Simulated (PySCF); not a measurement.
# H2O: magnetic properties

The task here is to estimate one member of a computed series from the others.

Computed with PySCF 2.14.0 and routines of our own; the level stands in each step. Atoms count from 0.

## The system as given

3 atoms, charge 0, multiplicity 1; geometry from: GFN2-xTB.

Set-up of the first run:

What the job is given:

```
{"job": {"xc": "PBE0", "basis": "def2-SVP", "d3": "d3bj", "grid": 1, "kind": "geom"}, "charge": 0, "multiplicity": 1}
O      0.004291     0.378521    -0.002555
H     -0.768585    -0.189524    -0.011120
H      0.775774    -0.191535     0.001121
```

Launch:

```console
> OMP_NUM_THREADS=1 python excited_run.py task.json out
```

One launch serves the whole session: the jobs run in the order shown.

Among the steps run: Optimising the geometry at PBE0-D3(BJ)/def2-SVP; Magnetic properties: GIAO HF/aug-pcSseg-2; Magnetic properties: GIAO LDA/aug-pcSseg-2; Magnetic properties: GIAO PBE/aug-pcSseg-2; Magnetic properties: GIAO BLYP/aug-pcSseg-2; Magnetic properties: GIAO BP86/aug-pcSseg-2; Magnetic properties: GIAO OPBE/aug-pcSseg-2; Magnetic properties: GIAO OLYP/aug-pcSseg-2; Magnetic properties: GIAO KT1/aug-pcSseg-2; Magnetic properties: GIAO KT2/aug-pcSseg-2; Magnetic properties: GIAO KT3/aug-pcSseg-2; Magnetic properties: GIAO B97-D/aug-pcSseg-2; Magnetic properties: GIAO HCTH407/aug-pcSseg-2.

One of the session's tables, all rows but one given; the rest of the session is left out.

```
                    level  gap (eV)
     GIAO HF/aug-pcSseg-2     14.54
    GIAO LDA/aug-pcSseg-2      6.46
    GIAO PBE/aug-pcSseg-2      6.30
   GIAO BLYP/aug-pcSseg-2      6.13
   GIAO BP86/aug-pcSseg-2      6.47
   GIAO OPBE/aug-pcSseg-2      6.21
   GIAO OLYP/aug-pcSseg-2      5.91
    GIAO KT1/aug-pcSseg-2      6.41
    GIAO KT2/aug-pcSseg-2      6.55
    GIAO KT3/aug-pcSseg-2      6.28
  GIAO B97-D/aug-pcSseg-2      6.44
GIAO HCTH407/aug-pcSseg-2         ?
```

Estimate the missing values for GIAO HCTH407/aug-pcSseg-2.

As computed: gap (eV): 6.39. In the column «gap (eV)» it lies between GIAO PBE/aug-pcSseg-2 (6.30) and GIAO KT1/aug-pcSseg-2 (6.41).

Caveats from the session: Vibrational averaging and real surroundings are missing from these values.
